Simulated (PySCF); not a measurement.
acetylene (C2H2), SMILES C#C.

Geometry: PBE0-D3(BJ)/def2-TZVPD.

Level of theory: TDDFT-B3LYP/def2-TZVPD run with PySCF 2.14.0.

Vertical excitations; the highest root listed may be one member of a degenerate set. The molecule is in vacuum. State labels are in the subgroup D2h.

```csv
state,symmetry,energy (eV),λ (nm),f,main pairs
S1,Au,6.74,184,0.000,"HOMO→LUMO+1 50 %, HOMO−1→LUMO 50 %"
S2,Au,6.91,179,0.000,"HOMO−1→LUMO, HOMO→LUMO+1 (degenerate set)"
S3,B1u,6.91,179,0.000,"HOMO→LUMO, HOMO−1→LUMO+1 (degenerate set)"
S4,B3u,7.73,160,0.088,HOMO→LUMO+2 (degenerate set)
S5,B2u,7.73,160,0.088,HOMO−1→LUMO+2 (degenerate set)
S6,B2g,8.02,155,0.000,HOMO→LUMO+3 (degenerate set)
S7,B3g,8.02,155,0.000,HOMO−1→LUMO+3 (degenerate set)
S8,B2u,9.18,135,0.048,HOMO−1→LUMO+4 (degenerate set)
S9,B3u,9.18,135,0.048,HOMO→LUMO+4 (degenerate set)
S10,B1u,9.73,127,0.684,"HOMO−1→LUMO+1 43 %, HOMO→LUMO 43 %, HOMO−1→LUMO+11 7 %, HOMO→LUMO+10 7 %"
T1,B1u,5.48,226,0,"HOMO→LUMO 48 %, HOMO−1→LUMO+1 48 %"
T2,Au,5.97,208,0,"HOMO−1→LUMO, HOMO→LUMO+1 (degenerate set)"
T3,B1u,5.97,208,0,"HOMO−1→LUMO+1, HOMO→LUMO (degenerate set)"
T4,Au,6.75,184,0,"HOMO→LUMO+1 50 %, HOMO−1→LUMO 50 %"
```
Triplets are in the Tamm–Dancoff approximation, which puts them higher than full response would, so one can lie above its singlet here.
